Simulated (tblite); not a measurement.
Compound: C4H7O (doublet state).
SMILES with atom numbers: `[O:1][CH2:2][CH:3]1[CH2:4][CH2:5]1` (hydrogens: H6, H7 on C2; H8 on C3; H9, H10 on C4; H11, H12 on C5)

A start from a force field or distance geometry was refined with GFN2-xTB geometry optimisation, gas phase (tblite 0.8.0). Values at the start:

```
 coordinate    start
      O1–C2  1.401 Å
      C2–C3  1.480 Å
      C2–H6  1.101 Å
      C3–C4  1.539 Å
      C3–H8  1.111 Å
      C4–C5  1.516 Å
      C4–H9  1.119 Å
     C4–H10  1.089 Å
   O1–C2–C3   113.2°
   C2–C3–C4   119.0°
   C3–C4–C5    59.7°
   C4–C3–C5    59.4°
O1–C2–C3–C4     -61°
C2–C3–C4–C5     112°
```

Question: How do these coordinates change at the GFN2-xTB level?

Answer: 
| coordinate | GFN2-xTB (Å or °) | change |
| --- | --- | --- |
| O1–C2 | 1.308 | -0.093 |
| C4–H9 | 1.080 | -0.039 |
| C2–C3 | 1.513 | +0.033 |
| C3–C4 | 1.508 | -0.031 |
| C3–H8 | 1.083 | -0.028 |
| C4–C5 | 1.488 | -0.028 |
| C2–H6 | 1.123 | +0.022 |
| C4–H10 | 1.079 | -0.010 |
| O1–C2–C3 | 118.0 | +4.8 |
| C2–C3–C4 | 117.8 | -1.2 |
| C3–C4–C5 | 60.4 | +0.7 |
| C4–C3–C5 | 59.1 | -0.3 |
| O1–C2–C3–C4 | -34 | +27 |
| C2–C3–C4–C5 | 107 | -5 |

The energy falls by 50.7 kJ/mol over 50 L-BFGS steps, the largest force on an atom goes from 2.90 to 0.005 eV/Å, and the atoms move by 0.234 Å rms after alignment. The bond that changes most is O1–C2 (ends: oxygen bonded to C; carbon bonded to C, O and 2 H), which shortens by 0.093 Å. Bonds longer at the end by more than 0.005 Å: 2 of 12; shorter: 9. Among the dihedrals that turn most is H6–C2–C3–C4, from 58° to 92°. Rotational constants go from 10020, 3943, 3646 to 10471, 3925, 3750 MHz.

Its GFN2-xTB frequencies are all real (lowest 112 cm⁻¹). 2 starts were optimised and ended at 0.00 and 0.74 kcal/mol (GFN2-xTB); the lowest of these is shown.

One conformer stands for the species.

All values are computed, not measured.
